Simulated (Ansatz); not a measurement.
Relaxation of AlH4O2 (7 atoms, charge 1, multiplicity 1), to a largest force component of 0.02 eV/Å in at most 50 steps.

Level of theory: RKS B3LYP-D4/def2-SVPD (Ansatz 0.2.0).

```xyz
7
Properties=species:S:1:pos:R:3:forces:R:3
O -1.237 -1.006 -0.417 -2.31 -2.10 0.94
Al -0.065 0.050 -0.768 5.66 6.11 -8.46
O 0.738 0.519 0.808 0.31 -0.04 2.21
H -1.961 -1.626 -0.395 -1.18 -1.13 0.76
H -0.725 -0.694 0.370 -3.21 -3.37 3.79
H 0.442 0.135 1.656 0.26 0.10 0.84
H 1.469 1.137 0.979 0.46 0.42 -0.08
```

Q: Where does it end, and by what steps?

A: It converged. After 10 steps the energy has fallen by 4.175 eV; H5 moved furthest, 1.00 Å. The start is strongly strained (largest force component 8 eV/Å), so its close contacts needn't be bonds. Parted: Al2–H5 (1.51 → 2.85 Å).

| step | energy less start (eV) | largest force component (eV/Å) | accepted |
| --- | --- | --- | --- |
| 0 | 0.0000 | 8.465 | yes |
| 1 | -1.5201 | 5.709 | yes |
| 2 | -3.0318 | 2.929 | yes |
| 3 | -3.7289 | 1.172 | yes |
| 4 | -3.9789 | 1.029 | yes |
| 5 | -4.0832 | 0.669 | yes |
| 6 | -4.1497 | 0.127 | yes |
| 7 | -4.1663 | 0.381 | yes |
| 8 | -4.1739 | 0.076 | yes |
| 9 | -4.1739 | 0.106 | yes |
| 10 | -4.1748 | 0.010 | yes |

```xyz
7
Properties=species:S:1:pos:R:3
O -1.215 -1.015 -0.119
Al 0.081 0.340 -1.183
O 0.814 0.554 0.842
H -2.034 -1.345 -0.523
H -0.952 -1.653 0.565
H 0.276 0.701 1.638
H 1.691 0.934 1.013
```

Whether the end is a true minimum wasn't checked by a vibrational analysis.

Time of the run: 14 s on 2 threads of Intel(R) Xeon(R) Platinum 8488C (Sapphire Rapids), on a shared host, peak memory 0.19 GiB.
